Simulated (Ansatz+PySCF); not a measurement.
The numbers below are computed, except where a source is named.
This PySCF input gave a total energy of -289.33030 hartree.

```python
from pyscf import gto, scf

mol = gto.M(atom="""
Si 0.000000 0.000000 -0.094490
H 0.000000 0.000000 1.322910
""", basis='def2-svp', charge=0, spin=1)
mf = scf.UHF(mol)
mf.init_guess = '1e'
mf.kernel()
while True:  # follow internal instabilities
    mo, _, stable, _ = mf.stability(return_status=True)
    if stable: break
    mf.kernel(mf.make_rdm1(mo, mf.mo_occ))
print(mf.converged, mf.e_tot, mf.spin_square()[0])
```

Problem. Write an input for Ansatz with the same method and basis set.

Solution.

```yaml
crystal:
  periodic: [false, false, false]
  atoms:
    - { symbol: Si, position_ang: [0.0, 0.0, -0.09449] }
    - { symbol: H, position_ang: [0.0, 0.0, 1.32291] }
basis:
  gaussian: { orbitals: def2-SVP }
magnetization:
  spin_polarized: true
  initial_magnetization: 1
hamiltonian:
  xc: hf
```

Ansatz (development build ahead of 0.2.0) gave -289.33030 hartree, 0.00 meV from the first.
